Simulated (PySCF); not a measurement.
**SiF⁻: frontier orbitals**

UHF at R = 1.749 Å; Si aug-cc-pVDZ-DK, F aug-cc-pVDZ-DK; spin-free X2C with a Gaussian nucleus (PySCF 2.14). State: ³Σ⁻ (triplet), unpaired electrons π ↑↑. Only the outer orbitals are listed, counted within each symmetry.

```csv
spin,orbital,occ.,ε (eV),on Si (%),main shells (%)
α,5σ,1,-36.41,0,100 F s
α,6σ,1,-13.76,28,"70 F p, 26 Si s"
α,2π,1,-11.50,3,97 F p
α,2π,1,-11.50,3,97 F p
α,7σ,1,-7.89,81,"68 Si s, 19 F p, 10 Si p"
α,3π,1,-1.39,103,102 Si p
α,3π,1,-1.39,103,102 Si p
α,8σ,0,5.09,104,103 Si p
α,4π,0,5.78,102,102 Si p
α,4π,0,5.78,102,102 Si p
β,5σ,1,-36.01,-1,100 F s
β,6σ,1,-12.91,14,"84 F p, 11 Si s"
β,2π,1,-10.81,2,98 F p
β,2π,1,-10.81,2,98 F p
β,7σ,1,-5.07,99,"87 Si s, 12 Si p"
β,3π,0,5.18,107,107 Si p
β,3π,0,5.18,107,107 Si p
β,8σ,0,5.23,104,104 Si p
```

Q: Which are the highest filled and the lowest empty level, where do they sit, and how wide is the gap?

A: Highest filled α 3π at -1.39 eV (in %: 102 Si p); lowest empty α 8σ at 5.09 eV (in %: 103 Si p); the gap at UHF is 6.48 eV. An empty level above zero is unbound, and its energy depends on the basis.

- bond order (Mayer): 0.07
- ⟨S²⟩: 2.032
- charge on Si (Mulliken, basis-dependent): -0.36
- charge on Si (Löwdin, basis-dependent): -0.23
- dipole moment (positive dipole points towards F; it is taken about the centre of mass and depends on that origin): 1.92 D

Shares are Mulliken populations and can fall outside 0 to 100 %.

The state is the lowest determinant that a PBE0 search found; another state may lie lower at other levels.
